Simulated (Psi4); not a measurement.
# CH5Al (AlH2Me) at 6 levels

We compute a comparison of 6 runs (HF/STO-3G, HF/def2-SVP, B3LYP/def2-SVP, SPW92/jun-cc-pVTZ, MP2/6-311+G**, MP2/pcseg-2) of CH5Al (AlH2Me). 

The results are computed with Psi4 1.11.

2 further runs of the same task are left out: 2 set aside as unsound or not needed.

**1. The system as given**

The species is CH5Al (7 atoms), meant as a singlet with charge 0. SMILES: `[H][Al]([H])[CH3]`. The shape comes from GFN2-xTB, which is rough for such elements, and wasn't checked as a minimum.

Bond lengths: Al1–C4 1.985 Å, Al1–H2 1.551 Å, Al1–H3 1.551 Å, C4–H5 1.097 Å, C4–H6 1.098 Å, C4–H7 1.098 Å. Angles: Al1–C4–H5 113.2°, Al1–C4–H6 112.2°, Al1–C4–H7 112.2°, H2–Al1–C4 123.8°, H3–Al1–C4 123.7°, H5–C4–H6 106.1°, H5–C4–H7 105.9°, H6–C4–H7 106.7°, H2–Al1–H3 112.5°.

**2. A single-point energy at HF/STO-3G (run 1)**

File run.py:

```python
import psi4

psi4.set_memory(1600000000)
psi4.set_num_threads(1)
psi4.set_output_file('run.log', False)

m = psi4.geometry("""
0 1
Al     0.532240     0.925980    -0.002840
H      2.079610     1.030730     0.039470
H     -0.157080     2.315610    -0.032820
C     -0.456800    -0.794540    -0.002750
H     -0.578610    -1.223840    -1.005100
H     -1.469240    -0.690290     0.408830
H      0.049890    -1.563640     0.595200
symmetry c1
no_reorient
no_com
""")

psi4.set_options({
    'basis': 'STO-3G',
    'reference': 'rhf',
    'puream': True,
    'e_convergence': 1e-09,
    'd_convergence': 1e-08,
    'scf_type': 'pk',
})

e_tot, wfn = psi4.energy("scf", molecule=m, return_wfn=True)
psi4.oeprop(wfn, "QUADRUPOLE", "DIPOLE", "WIBERG_LOWDIN_INDICES")
print(f'scf energy: {e_tot:.10f} Eh')
```

Started as:

```
$ python run.py
```

run.log:

```text
[...]
  Running in c1 symmetry.
[...]
  Nuclear repulsion =   50.267355864409339
[...]
  Multiplicity = 1
[...]
  Nalpha       = 12
  Nbeta        = 12
[...]
    Number of basis functions: 19
[...]
   @RHF iter   1:  -279.30421095653423   -2.37935e+00   7.41957e-03 ADIIS/DIIS
[...]
   @RHF iter   8:  -279.32073410438375   -2.78533e-12   9.67910e-09 DIIS
[...]
    Orbital Energies [Eh]
    ---------------------
    Doubly Occupied:
       1A    -57.793501     2A    -10.945122     3A     -4.719040
       4A     -2.947144     5A     -2.946236     6A     -2.945413
       7A     -0.854679     8A     -0.492911     9A     -0.482637
      10A     -0.481283    11A     -0.332449    12A     -0.332013
[...]
  @RHF Final Energy:  -279.32073410438375
   => Energetics <=
    Nuclear Repulsion Energy =             50.2673558644093390
    One-Electron Energy =                -488.6313224501384980
    Two-Electron Energy =                 159.0432324813453988
    Total Energy =                       -279.3207341043837459
[...]
 Multipole Moments:
 ------------------------------------------------------------------------------------
     Multipole            Electronic (a.u.)      Nuclear  (a.u.)        Total (a.u.)
 ------------------------------------------------------------------------------------
 L = 1.  Multiply by 2.5417464519 to convert [e a0] to [Debye]
 Dipole X            :         -7.7726113            7.7533384           -0.0192729
 Dipole Y            :        -13.5264761           13.4908871           -0.0355890
 Dipole Z            :          0.0815658           -0.0904045           -0.0088387
 Magnitude           :                                                    0.0414264
 L = 2.  Multiply by 1.3450342976 to convert [e a0^2] to [Debye ang]
 Quadrupole XX       :        -58.2961224           42.0672382          -16.2288842
 Quadrupole XY       :        -43.4633698           42.8839894           -0.5793803
[...]
```

Standard output:

```text
scf energy: -279.3207341044 Eh
```

It took 2 s on 1 thread of Intel Xeon Platinum 8223CL at 3.00GHz (Skylake/Cascade Lake), shared host; peak memory 0.18 GiB.

**3. Energy and forces at HF/def2-SVP (run 2)**

File calc.inp:

```
memory 1600 MB

molecule {
  Al     0.532240     0.925980    -0.002840
  H      2.079610     1.030730     0.039470
  H     -0.157080     2.315610    -0.032820
  C     -0.456800    -0.794540    -0.002750
  H     -0.578610    -1.223840    -1.005100
  H     -1.469240    -0.690290     0.408830
  H      0.049890    -1.563640     0.595200
  symmetry c1
  no_reorient
  no_com
}

set puream true
set e_convergence 1e-09
set d_convergence 1e-08
set scf_type pk

result, w = gradient('scf/def2-SVP', return_wfn=True)
```

Started as:

```
$ psi4 -n 1 calc.inp calc.out
```

calc.out:

```text
[...]
  Running in c1 symmetry.
[...]
  Nuclear repulsion =   50.267355864409339
[...]
  Multiplicity = 1
[...]
  Nalpha       = 12
  Nbeta        = 12
[...]
    Number of basis functions: 57
[...]
   @RHF iter   1:  -282.50547766273741   -7.41466e-01   5.85832e-03 DIIS/ADIIS
[...]
   @RHF iter  10:  -282.57407048291145   -6.25278e-13   1.47670e-09 DIIS
[...]
    Orbital Energies [Eh]
    ---------------------
    Doubly Occupied:
       1A    -58.435643     2A    -11.204610     3A     -4.874199
       4A     -3.193045     5A     -3.189981     6A     -3.188966
       7A     -0.909962     8A     -0.552189     9A     -0.540258
      10A     -0.538642    11A     -0.418551    12A     -0.415351
[...]
  @RHF Final Energy:  -282.57407048291145
   => Energetics <=
    Nuclear Repulsion Energy =             50.2673558644093390
    One-Electron Energy =                -490.7600603835787183
    Two-Electron Energy =                 157.9186340362579131
    Total Energy =                       -282.5740704829114520
[...]
 Multipole Moments:
 ------------------------------------------------------------------------------------
     Multipole            Electronic (a.u.)      Nuclear  (a.u.)        Total (a.u.)
 ------------------------------------------------------------------------------------
 L = 1.  Multiply by 2.5417464519 to convert [e a0] to [Debye]
 Dipole X            :         -7.9125573            7.7533384           -0.1592189
 Dipole Y            :        -13.7703436           13.4908871           -0.2794565
 Dipole Z            :          0.0828001           -0.0904045           -0.0076044
 Magnitude           :                                                    0.3217210
[...]
  -Total Gradient:
     Atom            X                  Y                   Z
    ------   -----------------  -----------------  -----------------
       1        0.004414648709     0.007802869947     0.000262017186
       2       -0.010604574931     0.004210712655    -0.000140628178
       3        0.008909189366    -0.007058029810     0.000486446577
       4        0.001412644032     0.001177512682    -0.003301790352
       5       -0.001471185516    -0.002316541371     0.000312190961
       6       -0.002170992131    -0.001382175500     0.001082719177
       7       -0.000489729529    -0.002434348602     0.001299044629
[...]
```

It took 2.8 s on 1 thread of Intel Xeon Platinum 8223CL at 3.00GHz (Skylake/Cascade Lake), shared host; peak memory 0.2 GiB.

Runs 3 to 5 aren't shown in full; the table further down has their settings and results.

**4. A single-point energy at MP2/pcseg-2 (run 6)**

File ch5al.xyz:

```xyz
7
CH5Al
Al     0.532240     0.925980    -0.002840
H      2.079610     1.030730     0.039470
H     -0.157080     2.315610    -0.032820
C     -0.456800    -0.794540    -0.002750
H     -0.578610    -1.223840    -1.005100
H     -1.469240    -0.690290     0.408830
H      0.049890    -1.563640     0.595200
```

File job.py:

```python
import psi4

psi4.set_memory(1600000000)
psi4.set_num_threads(1)
psi4.set_output_file('psi4.out', False)

with open('ch5al.xyz') as f:
    atoms = ''.join(f.readlines()[2:])
m = psi4.geometry('0 1\n' + atoms + 'symmetry c1')

psi4.set_options({
    'basis': 'pcseg-2',
    'puream': True,
    'e_convergence': 1e-09,
    'd_convergence': 1e-08,
    'scf_type': 'pk',
    'num_frozen_docc': 6,
    'mp2_type': 'conv',
})

e_tot = psi4.energy("mp2")
print(f'mp2 energy: {e_tot:.10f} Eh')
```

Started as:

```
$ python job.py
```

psi4.out:

```text
[...]
  Running in c1 symmetry.
[...]
  Nuclear repulsion =   50.267355864409339
[...]
  Multiplicity = 1
[...]
  Nalpha       = 12
  Nbeta        = 12
[...]
    Number of basis functions: 134
[...]
   @RHF iter   1:  -282.60114749053832   -7.52879e-01   3.09542e-03 DIIS/ADIIS
[...]
   @RHF iter   9:  -282.69743310624153   -8.54925e-11   9.65658e-09 DIIS
[...]
    Orbital Energies [Eh]
    ---------------------
    Doubly Occupied:
       1A    -58.391891     2A    -11.192056     3A     -4.859460
       4A     -3.176385     5A     -3.173551     6A     -3.172691
       7A     -0.918231     8A     -0.553278     9A     -0.539627
      10A     -0.537993    11A     -0.419167    12A     -0.413471
[...]
  @RHF Final Energy:  -282.69743310624153
   => Energetics <=
    Nuclear Repulsion Energy =             50.2673558644093390
    One-Electron Energy =                -491.2339722092202123
    Two-Electron Energy =                 158.2691832385693260
    Total Energy =                       -282.6974331062415331
[...]
 Multipole Moments:
 ------------------------------------------------------------------------------------
     Multipole            Electronic (a.u.)      Nuclear  (a.u.)        Total (a.u.)
 ------------------------------------------------------------------------------------
 L = 1.  Multiply by 2.5417464519 to convert [e a0] to [Debye]
 Dipole X            :          1.1668936           -1.3162148           -0.1493212
 Dipole Y            :          2.0276876           -2.2902877           -0.2626001
 Dipole Z            :         -0.0291307            0.0167482           -0.0123824
 Magnitude           :                                                    0.3023391
[...]
	SCS-MP2 Total Energy (a.u.)        :  -282.97823503992851
	SOS-MP2 Total Energy (a.u.)        :  -282.96330255172330
	SCSN-MP2 Total Energy (a.u.)       :  -282.77627664396516
[...]
	SOS-PI-MP2 Total Energy (a.u.)     :  -283.00761412597024
[...]
	MP2 Total Energy (a.u.)            :  -282.96378844209204
[...]
```

On the terminal:

```text
mp2 energy: -282.9637884421 Eh
```

Run time: 18 s. Hardware: 1 thread of Intel Xeon Platinum 8223CL at 3.00GHz (Skylake/Cascade Lake), shared host; peak memory 0.96 GiB.

**5. All runs side by side**

```
run              level      task         integration grid  energy (Eh)  dipole moment (D)  HOMO energy (eV)  LUMO energy (eV)  wall time
  1          HF/STO-3G    energy                        –  -279.320734               0.11             -9.03              8.86        2 s
  2        HF/def2-SVP  gradient                        –  -282.574070               0.82            -11.30              1.48      2.8 s
  3     B3LYP/def2-SVP  gradient  99 radial × 590 angular  -283.441833               0.90             -7.94             -1.49       12 s
  4  SPW92/jun-cc-pVTZ    energy  75 radial × 302 angular  -282.067859               0.89             -6.92             -2.34       24 s
  5      MP2/6-311+G**    energy                        –  -282.926074                  –            -11.27              0.84      4.8 s
  6        MP2/pcseg-2    energy                        –  -282.963788                  –            -11.25              1.08       18 s
```

**6. Results**

| quantity | value |
| --- | --- |
| run 6: total energy | -282.96379 Eh |
| run 6: HOMO energy (Hartree–Fock orbitals) | -11.25 eV |
| run 6: LUMO energy (Hartree–Fock orbitals) | 1.08 eV |
| run 6: HOMO–LUMO gap (Hartree–Fock orbitals) | 12.34 eV |
| run 6: correlation energy (6 core orbitals frozen) | -266.4 mEh |

In words: Over runs 1, 2, 3, 4 the dipole moment (its size) runs from 0.11 D (HF/STO-3G) to 0.90 D (B3LYP/def2-SVP). The two ends differ in method and basis. Over runs 1, 2, 3, 4 the HOMO–LUMO gap runs from 4.58 eV (SPW92/jun-cc-pVTZ) to 17.89 eV (HF/STO-3G). Totals of different functionals can't be ranked against each other. In run 1 the basis is minimal, so the values are rough. All runs together took 64 s, the longest 24 s.
